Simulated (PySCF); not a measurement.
Published values to compare with (the computed states carry no symmetry labels, so the two lists aren't matched line by line):

```
    state  E (eV)      f   kind of transition  source
3B1(σ→π*)    1.22         vertical absorption     [1]
1B1(σ→π*)    2.59  0.002  vertical absorption     [1]
3A2(n.d.)    4.31         vertical absorption     [1]
1A2(n.d.)    4.40         vertical absorption     [1]
```

[1] computed, theoretical best estimate (aug-cc-pVTZ, frozen core, CC3 geometry), gas; Veril, Scemama, Caffarel, Lipparini, Boggio-Pasqua, Jacquemin, Loos, WIREs Comput. Mol. Sci. 2021, 11, e1517 (QUESTDB)

Species: CCl2 (singlet state).
Structure used (PBE0-D3(BJ)/def2-SVP), in Å, numbered top down from 1:
```xyz
3
CCl2 angstrom
Cl    -1.414   -0.336   -0.001
C      0.008    0.630   -0.023
Cl     1.390   -0.392    0.004
```

Theory: TDDFT B3LYP/def2-SVPD, vertical, gas phase, core orbitals frozen in the response (PySCF 2.14.0, density-fitted response routines).

Computed singlets: 2.37 eV (f 0.002); 4.19 eV (f 0.000); 5.55 eV (f 0.064); 5.57 eV (f 0.019); 6.45 eV (f 0.002); 7.13 eV (f 0.118); 7.25 eV (f 0.000); 7.55 eV (f 0.091); 7.79 eV (f 0.133); 7.89 eV (f 0.000). Computed triplets (Tamm–Dancoff): 0.98, 3.97, 4.40, 4.97 eV.

Task: How does the lowest computed singlet compare with the best estimate listed for the lowest singlet (vertical absorption)?

Result: 2.37 eV against 2.59 eV for 1B1(σ→π*) [1]: a difference of -0.22 eV. Geometry and basis of the two calculations needn't be the same.

Task: How does the lowest computed triplet compare with the best estimate listed for the lowest triplet (vertical absorption)?

Result: 0.98 eV against 1.22 eV for 3B1(σ→π*) [1]: a difference of -0.24 eV. Geometry and basis of the two calculations needn't be the same.

n.d. means that the source names no orbital transition; it classes the state at 4.31 eV as valence and the state at 4.40 eV as valence.

The vertical ionisation energy (ΔSCF) is 10.04 eV, 2.15 eV above S10.
